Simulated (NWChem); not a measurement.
System: disilane (Si2H6); SMILES [SiH3][SiH3]

Computed with NWChem. Structure relaxed at the PBE0/def2-SVP level. Level: PBE/def2-SVP with SMD (1 M gas to 1 M solution), gas-phase geometry. Reactions with the solvent are ignored.

```tsv
solvent	dielectric constant	solvation free energy (kcal/mol)	cavity-dispersion-structure term (kcal/mol)
water	78.4	___	___
chloroform	4.71	-0.6	-0.4
dimethyl sulfoxide	46.8	1.0	1.2
tetrahydrofuran	7.43	0.0	0.2
1,4-dioxane	2.21	0.4	0.5
```

Problem. Fill in the missing entries.

Solution. 
- water, solvation free energy (kcal/mol): 3.1
- water, cavity-dispersion-structure term (kcal/mol): 3.3
